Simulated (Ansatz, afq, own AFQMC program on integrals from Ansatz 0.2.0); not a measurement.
# Where AFQMC and coupled cluster stand for CH2O, singlet

```xyz
4

O     0.0000    0.0000    0.6438
C     0.0000    0.0000   -0.6606
H     0.0000   -0.9567   -1.1734
H     0.0000    0.9567   -1.1734
```

Connectivity, by distances: O–CH2.

Basis cc-pVDZ. Only valence electrons are correlated. Integrals, coupled cluster, full CI and functionals: Ansatz 0.2.0; the random walks run on the same integrals in our own AFQMC program. The CISD trial takes its coefficients from CCSD amplitudes. Released means that phaseless walkers are propagated on without the constraint, phases kept. Error bars are statistical, one sigma.

Determinant: UHF, the one that the program's search chose, which needn't be the lowest solution. The geometry is a PBE0/def2-TZVP stationary point of this or a neighbouring charge and spin state.

No full CI on the walks' own integrals is used here; CCSDTQ serves as the reference and is uncertain by about the last step of the cluster series.

Cautions: an unrestricted solution with more broken spin lies lower (128 meV, ⟨S²⟩ 0.34), while this determinant keeps restricted orbitals.

- T1 diagnostic: 0.0198
- weight of the determinant in the CISD state: 0.880
- ⟨S²⟩ of the determinant: 0.000
- size of the correlated space: 12 electrons in 36 orbitals

```json
{"level": "MP2", "correlation energy (eV)": "-8.9192"}
{"level": "CCSD", "correlation energy (eV)": "-9.2983"}
{"level": "CCSD(T)", "correlation energy (eV)": "-9.6141"}
```

**Question.** Estimate where phaseless AFQMC with a CISD trial lies against CCSD(T) on the same integrals.

**Answer.** 3.3 ± 0.5 kJ/mol below CCSD(T).

Reference: CCSDTQ, correlation energy -9.659 eV. The released energy is read at 2.40 1/Eh (meV from the phaseless value at times in 1/Eh: -4 ± 4 at 0.24, -8 ± 4 at 0.51, -15 ± 4 at 0.99, -10 ± 5 at 1.62, -12 ± 6 at 2.40).

```json
{"level": "CCSD(T)", "E − E(reference) (kJ/mol)": "4.3", "share of correlation (%)": "99.54"}
{"level": "CCSDT", "E − E(reference) (kJ/mol)": "3.1", "share of correlation (%)": "99.67"}
{"level": "CCSDT(Q)", "E − E(reference) (kJ/mol)": "-0.5", "share of correlation (%)": "100.06"}
{"level": "ph-AFQMC/CISD", "E − E(reference) (kJ/mol)": "1.0 ± 0.5", "share of correlation (%)": "99.89"}
{"level": "released AFQMC", "E − E(reference) (kJ/mol)": "-0.2 ± 0.6", "share of correlation (%)": "100.02"}
```

CCSDT and higher add their correlation energy to the determinant of the CCSD(T) run, since their own runs factorise the integrals more tightly (a shift of under 2 meV). A walk keeps the symmetry of its determinant, which the program's search chose and which needn't be the lowest solution, so a lower state of the same spin and another symmetry isn't excluded. Released energies are given only where the last usable release times agree within the noise; a slower fall can still hide under it.
